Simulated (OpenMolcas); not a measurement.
**How methods differ on SiH4O2 (SMILES O[SiH2]O)**

The species is SiH4O2 (7 atoms), meant as a singlet with charge 0. As SMILES, `O[SiH2]O`. The shape is that of a PBE0-D4/def2-TZVP optimisation. This is one conformer, not always the lowest.

```xyz
7

O    -1.3852   -0.2439   -0.3544
Si    0.0514    0.4222    0.0792
O     1.2740   -0.6686    0.1832
H    -1.4567   -0.6156   -1.2348
H     0.5267    1.3930   -0.9334
H    -0.2293    1.0489    1.3916
H     1.2190   -1.3361    0.8686
```

Each level gives the dipole moment (D). The values are calculated.

```
           level           kind     program  value (D)  CPU time
    HF/def2-SVPD   Hartree–Fock  OpenMolcas       0.88      11 s
 SVWN5/def2-SVPD            LDA  OpenMolcas       0.94      22 s
   PBE/def2-SVPD            GGA  OpenMolcas       0.94      29 s
revPBE/def2-SVPD            GGA  OpenMolcas       0.94      32 s
 M06-L/def2-SVPD       meta-GGA  OpenMolcas       0.92      44 s
  TPSS/def2-SVPD       meta-GGA  OpenMolcas       0.95      39 s
 B3LYP/def2-SVPD  global hybrid  OpenMolcas       0.89      31 s
  PBE0/def2-SVPD  global hybrid  OpenMolcas       0.91      33 s
```

The values span 0.88 to 0.95 D. Magnitudes only. CPU times are rough (shared hosts, several kinds of processor): they show what a rung costs within a factor of a few.
